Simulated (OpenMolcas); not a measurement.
**PH2 (SMILES [PH2]) at UHCTH407/ANO-R1 (DKH4)**

What is the vertical electron affinity of PH2 at UHCTH407/ANO-R1 (DKH4)? 

Program for the calculation: OpenMolcas 26.06.

### 1 The structure to begin with

PH2: 3 atoms, total charge 0, spin state doublet. As SMILES, `[PH2]`. Geometry: relaxed at GFN2-xTB.

Bond lengths: P1–H2 1.392 Å, P1–H3 1.392 Å. Angles: H2–P1–H3 91.4°.

### 2 The energy at UHCTH407/ANO-R1 (DKH4)

The input, geom.xyz:

```xyz
3

P      0.514470    -0.302750     0.252680
H      0.111510     1.027360     0.172420
H     -0.625980    -0.724620    -0.425100
```

The input, job.input:

```
&gateway
 coord=geom.xyz
 basis=ANO-R1
 group=NoSym

&seward
 relativistic=R04O02
 expert

&scf
 uhf
 spin=2
 ksdft=GGA_XC_HCTH_407
 prorbitals=1 1
```

On the command line:

```
$ export MOLCAS_MEM=1860
$ pymolcas job.input > job.log
```

Output:

```text
--- Start Module: gateway ---
[...]
--- Stop Module: gateway /rc=_RC_ALL_IS_WELL_ ---
--- Start Module: seward ---
[...]
 ###    WARNING:  EXPERT option is ON!                                       ###
 ###############################################################################
               SEWARD will generate:
[...]
      Basis functions           28
--- Stop Module: seward /rc=_RC_ALL_IS_WELL_ ---
[...]
--- Start Module: scf ---
[...]
       Convergence after  10 Iterations
[...]
::    Total KS-DFT energy                            -343.3787703617
[...]
      Total spin, S                                     0.5035124591
[...]
      Total electronic charge=   17.000000
      Total            charge=   -0.000000
[...]
      Dipole Moment (debye):
      Origin of the operator (angstrom)=    0.4673   -0.2750    0.2295
                   X= -5.5043E-01               Y=  3.2389E-01               Z= -2.7034E-01           Total=  6.9352E-01
      Quadrupole Moment (debye*angstrom):
[...]
--- Stop Module: scf /rc=_RC_ALL_IS_WELL_ ---
[...]
```

It took 3.6 s on 1 thread of Arm Neoverse V1, shared host; peak memory 0.38 GiB.

### 3 The singlet anion

geom.xyz is that of step 2.

The input, job.inp:

```
&GATEWAY
  Coord=geom.xyz
  Basis=ANO-R1
  Group=NoSym

&SEWARD
  Relativistic=R04O02
  Expert

&SCF
  Charge=-1
  KSDFT=GGA_XC_HCTH_407
  PrOrbitals=1 1
```

On the command line:

```
$ export MOLCAS_MEM=1860
$ pymolcas job.inp > job.log
```

Output:

```text
--- Start Module: gateway ---
[...]
--- Stop Module: gateway /rc=_RC_ALL_IS_WELL_ ---
--- Start Module: seward ---
[...]
 ###    WARNING:  EXPERT option is ON!                                       ###
 ###############################################################################
               SEWARD will generate:
[...]
      Basis functions           28
--- Stop Module: seward /rc=_RC_ALL_IS_WELL_ ---
[...]
--- Start Module: scf ---
[...]
       Convergence after  12 Iterations
[...]
::    Total KS-DFT energy                            -343.3937702179
[...]
      Total spin, S                                     0.0000000000
[...]
      Total electronic charge=   18.000000
      Total            charge=   -1.000000
[...]
      Dipole Moment (debye):
      Origin of the operator (angstrom)=    0.4673   -0.2750    0.2295
                   X= -3.4791E-01               Y=  2.0471E-01               Z= -1.7088E-01           Total=  4.3835E-01
      Center of Charge (angstrom)
[...]
--- Stop Module: scf /rc=_RC_ALL_IS_WELL_ ---
[...]
```

Wall time 3.3 s (1 thread of Arm Neoverse V1, shared host); peak memory 0.38 GiB.

### 4 What came out

Level: UHCTH407/ANO-R1 (DKH4).

```
                                                            quantity          value
                                           doublet PH2: total energy  -343.37877 Eh
                                          doublet PH2: dipole moment         0.69 D
                     doublet PH2: HOMO energy (highest over α and β)       -6.01 eV
                      doublet PH2: LUMO energy (lowest over α and β)       -4.07 eV
                                                   doublet PH2: ⟨S²⟩          0.757
                                         singlet anion: total energy  -343.39377 Eh
                                          singlet anion: HOMO energy        3.15 eV
                                          singlet anion: LUMO energy        5.04 eV
singlet anion: HOMO–LUMO gap (to an unbound level, set by the basis)        1.89 eV
                   vertical electron affinity (to the singlet anion)       0.408 eV
```

What this shows: At fixed nuclei the extra electron is bound by 0.41 eV (9.4 kcal/mol). The basis has no diffuse functions, so the error can be as large as this value. The HOMO (singlet anion) lies at positive energy, 3.15 eV, as semi-local functionals often give for anions; only total energies tell whether the electron is bound.
